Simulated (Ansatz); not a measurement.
Basis-set extrapolation for H$_{7}$PSi$_{2}$, SMILES `[SiH3]P[SiH3]` (PBE0-D4/def2-TZVP geometry, frozen core, the Gaussian-basis code of Ansatz). Multiplicity 1, RHF reference.

```
                      def2-TZVPP   def2-QZVPP
                 HF  -922.714151  -922.742056
    MP2 correlation    -0.419007    -0.450171
CCSD(T) correlation    -0.500765      not run
```

Energies in hartree. Use E(X) = E(∞) + A·exp(−7.88·√X) for Hartree–Fock and E(X) = E(∞) + B·X^(−2.97) for correlation, with X = 3 and 4, and add CCSD(T) minus MP2 of the smaller set to the MP2 limit.

What is the CCSD(T) energy at the basis-set limit?

HF limit: -922.742056 + (-0.027905) × 0.13774 = -922.74590. MP2 limit: -0.450171 + (-0.031164) × 0.74074 = -0.47326. Higher-order term: -0.500765 − (-0.419007) = -0.08176. Total: -923.30092 hartree, 225.8 kJ/mol below CCSD(T)/def2-TZVPP.
